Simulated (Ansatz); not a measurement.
Frontier orbitals of C₂H₄N₂, SMILES `N=CC=N`.

Z-matrix (Å, degrees):
```
C
C 1 1.487
N 1 1.263 2 122.4
H 1 1.098 2 114.2 3 180.0
N 2 1.263 1 122.4 3 0.0
H 2 1.098 1 114.2 3 -180.0
H 3 1.019 1 110.6 2 180.0
H 5 1.019 2 110.6 1 180.0
```

Charge 0, multiplicity 1. Geometry: relaxed with PBE0-D4/def2-TZVP. It is one conformer, not always the lowest. Basis def2-TZVPP, the Gaussian-basis code of Ansatz.

Orbital energies of one run (eV). Highest occupied ones, from the top: -7.43, -7.62, -8.38, -10.42, -11.68, -12.95, -14.82, -14.91, -18.94, -24.74, -25.77, -279.27, -279.28, -391.02. Empty: -2.32, 0.70, 1.35, 1.38, 2.08, 2.98.

**Question.** Which functional gave them?
A. r2SCAN0
B. BLYP
C. HSE06 (plane-wave form)
D. B97M-V

**Answer.** C. HOMO energies: HSE06 -7.43, B97M-V -6.83, r2SCAN0 -8.05, BLYP -6.23 eV.
